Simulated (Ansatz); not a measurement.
Input for Ansatz (development build ahead of 0.2.0):

```yaml
crystal:
  periodic: [false, false, false]
  atoms:
    - { symbol: P, position_ang: [0.0, 0.0, 0.0] }
    - { symbol: F, position_ang: [0.0, 0.0, 1.749] }
basis:
  gaussian: { orbitals: def2-SVP }
magnetization:
  initial_magnetization: 2
hamiltonian:
  xc: hf
correlation:
  method: mp2
  frozen_orbitals: { F: 1, P: 5 }
scf:
  omitted_lower_state_checks: [starts, atomic_configurations, cluster_reference, orbital_swaps, given_window_search, neighbouring_geometries, increment]
```

The input is written out in the form of the current development build from the run's settings. Correlation on restricted open-shell orbitals is semicanonical, with singles.

Results

```yaml
Converged: yes
Reference_energy: -439.95407 hartree
Correlation_energy: -0.26993 hartree
Total_energy: -440.22400 hartree
Spin_squared_of_the_determinant: 2.000
Stability_test: minimum among restricted orbitals
Occupied_orbitals_by_symmetry_in_an_Abelian_subgroup_alpha;_beta: 7 A1 3 B1 3 B2; 7 A1 2 B1 2 B2
```

Messages of the program:
```
mean field -11971.76018341 eV, -439.9540719898 hartree, gradient 4.1e-6 eV, S^2 2.000000; 0 other ends of a descent, 0 dependent functions left out
```
